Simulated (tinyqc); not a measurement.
CCSD on RHF in the sto-3g basis, for H2O, spin multiplicity 1, step by step. One step of it, computed by the program tinyqc.

Task: Iteration 8 (converged): orbitals. Diagonalise F' = X^T F X, C = X C', fill 5 alpha and 5 beta electrons from the bottom; D = 2 C_occ C_occ^T. Each column has its largest component positive (the first on a tie).

converged F (hartree), order 1O 1s, 1O 2s, 1O 2px, 1O 2py, 1O 2pz, 2H 1s, 3H 1s:
```
[[-20.254153, -5.163820, 0.000000, 0.000000, -0.025693, -0.869339, -0.869339],
 [-5.163820, -2.412620, 0.000000, 0.000000, -0.077258, -0.812719, -0.812719],
 [0.000000, 0.000000, -0.388018, 0.000000, 0.000000, 0.000000, 0.000000],
 [0.000000, 0.000000, 0.000000, -0.237439, 0.000000, -0.358804, 0.358804],
 [-0.025693, -0.077258, 0.000000, 0.000000, -0.279398, -0.328880, -0.328880],
 [-0.869339, -0.812719, 0.000000, -0.358804, -0.328880, -0.425971, -0.260927],
 [-0.869339, -0.812719, 0.000000, 0.358804, -0.328880, -0.260927, -0.425971]]
```

X, order 1O 1s, 1O 2s, 1O 2px, 1O 2py, 1O 2pz, 2H 1s, 3H 1s:
```
[[-0.343609, 0.000000, 0.733704, 0.000000, -0.617064, 0.000000, 0.174174],
 [1.046862, 0.000000, -0.296799, 0.000000, -0.310563, 0.000000, 0.441481],
 [0.000000, 0.000000, 0.000000, 1.000000, 0.000000, 0.000000, 0.000000],
 [0.000000, 0.860981, 0.000000, 0.000000, 0.000000, 0.690414, 0.000000],
 [0.493049, 0.000000, 0.662922, 0.000000, 0.623112, 0.000000, 0.211590],
 [-0.660468, -0.776367, -0.178632, 0.000000, 0.146969, 0.382830, 0.383550],
 [-0.660468, 0.776367, -0.178632, 0.000000, 0.146969, -0.382830, 0.383550]]
```

Give: F' = X^T F X; orbital energies; coefficients C; D after iteration 8.

Result:

F' = X^T F X (hartree):
```
[[-0.1717, 0.0000, 2.1309, 0.0000, -1.6844, 0.0000, 0.4415],
 [0.0000, 0.5844, 0.0000, 0.0000, 0.0000, 0.1051, 0.0000],
 [2.1309, 0.0000, -8.5888, 0.0000, 8.7388, 0.0000, -3.9120],
 [0.0000, 0.0000, 0.0000, -0.3880, 0.0000, 0.0000, 0.0000],
 [-1.6844, 0.0000, 8.7388, 0.0000, -9.6692, 0.0000, 4.3413],
 [0.0000, 0.1051, 0.0000, 0.0000, 0.0000, -0.5409, 0.0000],
 [0.4415, 0.0000, -3.9120, 0.0000, 4.3413, 0.0000, -2.9993]]
```

orbital energies (hartree): [-20.2625, -1.2128, -0.5506, -0.4389, -0.3880, 0.4852, 0.5941]

coefficients C, order 1O 1s, 1O 2s, 1O 2px, 1O 2py, 1O 2pz, 2H 1s, 3H 1s:
```
[[0.9944, -0.2388, 0.0000, 0.0946, 0.0000, -0.1125, 0.0000],
 [0.0242, 0.8829, 0.0000, -0.4846, 0.0000, 0.6785, 0.0000],
 [0.0000, 0.0000, 0.0000, 0.0000, 1.0000, 0.0000, 0.0000],
 [0.0000, 0.0000, 0.6081, 0.0000, 0.0000, 0.0000, 0.9210],
 [0.0032, 0.0884, 0.0000, 0.7470, 0.0000, 0.7415, 0.0000],
 [-0.0047, 0.1449, 0.4528, 0.3275, 0.0000, -0.7131, -0.7378],
 [-0.0047, 0.1449, -0.4528, 0.3275, 0.0000, -0.7131, 0.7378]]
```

D after iteration 8, order 1O 1s, 1O 2s, 1O 2px, 1O 2py, 1O 2pz, 2H 1s, 3H 1s:
```
[[2.1097, -0.4652, 0.0000, 0.0000, 0.1055, -0.0165, -0.0165],
 [-0.4652, 2.0299, 0.0000, 0.0000, -0.5677, -0.0617, -0.0617],
 [0.0000, 0.0000, 2.0000, 0.0000, 0.0000, 0.0000, 0.0000],
 [0.0000, 0.0000, 0.0000, 0.7396, 0.0000, 0.5507, -0.5507],
 [0.1055, -0.5677, 0.0000, 0.0000, 1.1316, 0.5149, 0.5149],
 [-0.0165, -0.0617, 0.0000, 0.5507, 0.5149, 0.6666, -0.1534],
 [-0.0165, -0.0617, 0.0000, -0.5507, 0.5149, -0.1534, 0.6666]]
```
